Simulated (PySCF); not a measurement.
Species: ethenone, C2H2O.
InChI=1S/C2H2O/c1-2-3/h1H2

The closed-shell ground state was solved at several levels (PySCF, density fitting, gas phase, non-relativistic). Isolated species at its GFN2-xTB geometry, gas phase.

| level | basis functions | total energy (Eh) | HOMO (eV) | LUMO (eV) | gap (eV) | dipole (D) |
| --- | --- | --- | --- | --- | --- | --- |
| PBE0/def2-SVPD | 79 | -152.3194 | -7.24 | -1.03 | 6.21 | 1.67 |
| CAM-B3LYP/def2-SVPD | 79 | -152.4247 | -8.61 | 0.18 | 8.79 | 1.71 |
| PBE0/pcSseg-1 | 61 | -152.4110 | -7.19 | -0.96 | 6.23 | 1.59 |

(1) What might B3LYP/pcJ-1 (101 basis functions) give for the same quantities?

(2) Over all these levels, which gives the widest orbital gap and which the narrowest?

(3) How far do the dipole and the HOMO energy spread over the levels?

Results:

(1) Total energy -152.6101 Eh, HOMO -6.96 eV, LUMO -1.24 eV, gap 5.72 eV, dipole 1.61 D.

(2) CAM-B3LYP/def2-SVPD (range-separated hybrid) has the widest, 8.79 eV, and B3LYP/pcJ-1 (global hybrid, 20 % exact exchange) the narrowest, 5.72 eV. Functional and basis both differ between the two, so the spread mixes both effects.

(3) The dipole runs from 1.59 to 1.71 D (mean 1.64 D) and the HOMO from -8.61 to -6.96 eV.
